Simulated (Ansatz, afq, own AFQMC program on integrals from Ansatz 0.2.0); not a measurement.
Atomization energy of AlSiH$_{3}$, singlet

```yaml
atoms:
  - { symbol: Si, position_ang: [-1.1719, 0.0063, 0.0220] }
  - { symbol: Al, position_ang: [1.4166, -0.0076, -0.0266] }
  - { symbol: H, position_ang: [-1.7486, 1.3889, 0.0076] }
  - { symbol: H, position_ang: [-1.7365, -0.6584, 1.2401] }
  - { symbol: H, position_ang: [-1.7815, -0.7021, -1.1488] }
```

Connectivity, by distances: SiH3–Al.

Atoms in their ground-state spins without spin–orbit coupling (mostly on UHF) minus the molecule (RHF), without zero-point energy. The geometry is a stationary point, not shown to be a minimum.

Basis cc-pVTZ. Only valence electrons are correlated. AFQMC by an in-house program on the Cholesky factors that Ansatz 0.2.0 writes for its CCSD(T) run. The CISD trial takes its coefficients from CCSD amplitudes. Released means that phaseless walkers are propagated on without the constraint, phases kept. Uncertainties: one standard error, sampling alone. The errors of all members are added in quadrature.

No full CI on the walks' own integrals is used here; CCSDT(Q) serves as the reference and is uncertain by about the last step of the cluster series. Each member takes its own surest rung, up to full CI.

The best estimate is CCSD(T) at the basis-set limit (CBS: def2-TZVPP and def2-QZVPP, with their diffuse functions for anions and beside diffuse sets, CCSD(T) itself extrapolated) plus the step from CCSD(T) to CCSDT(Q) in cc-pVTZ. Rows without CBS are in cc-pVTZ; B2PLYP and the wave-function rows carry a basis error of their own. Core correlation and relativity beyond core potentials are missing, and ± holds the sampling alone.

Cautions: AlSiH₃ (singlet): restricted determinant unstable towards unrestricted (UHF 36 meV lower, ⟨S²⟩ 0.28); other spins of the molecule weren't checked.

```csv
level,atomization energy (kcal/mol)
B3LYP,280.3
HF,212.1
B2PLYP,278.1
```

(1) From these cheaper values, estimate the atomization energy at the level of the best estimate.

(1) 286.1 kcal/mol (best estimate, highest rung CCSDT(Q)).

| level | atomization energy (kcal/mol) | error against the best estimate (kcal/mol) |
| --- | --- | --- |
| MP2 | 269.9 | -16.3 |
| CCSD | 274.7 | -11.5 |
| CCSD(T) | 277.0 | -9.1 |
| ph-AFQMC/CISD | 277.4 ± 0.1 | -8.8 ± 0.1 |
| released AFQMC | 277.4 ± 0.1 | -8.8 ± 0.1 |
| HF/CBS | 214.3 | -71.9 |
| MP2/CBS | 279.1 | -7.0 |
| CCSD(T)/CBS | 286.0 | -0.2 |
| PBE | 277.3 | -8.8 |
| r2SCAN | 280.7 | -5.4 |
| PBE0 | 276.9 | -9.3 |
| wB97M-V | 284.6 | -1.6 |
| surest rungs in cc-pVTZ | 277.2 | -9.0 |

Correlation beyond CCSD(T) adds 0.2 kcal/mol. Going to the basis-set limit adds 9.0 kcal/mol at CCSD(T). The perturbative (T) step is worth +2.3 kcal/mol. The functionals spread over 7.7 kcal/mol; wB97M-V comes nearest and PBE0 is 9.3 kcal/mol too low.

Best estimates are given only where the step beyond CCSD(T) is under 0.3 eV and no member's determinant is very poor (T1 over 0.05, or 0.07 for open shells, ⟨S²⟩ too high by 0.3, two states mixed), so the hardest cases are missing from such tables.

The functionals ran in a triple-zeta set and keep a basis error of their own, a few kJ/mol for each bond in atomization energies and more for double hybrids, so close places among them and the extrapolated levels can swap.

Each member of a difference takes its own highest rung, so a best estimate needn't equal the limit plus the step of one row. A walk keeps the symmetry of its determinant, which the program's search chose and which needn't be the lowest solution, so a lower state of the same spin and another symmetry isn't excluded. Released energies are given only where the last usable release times agree within the noise; a slower fall can still hide under it.
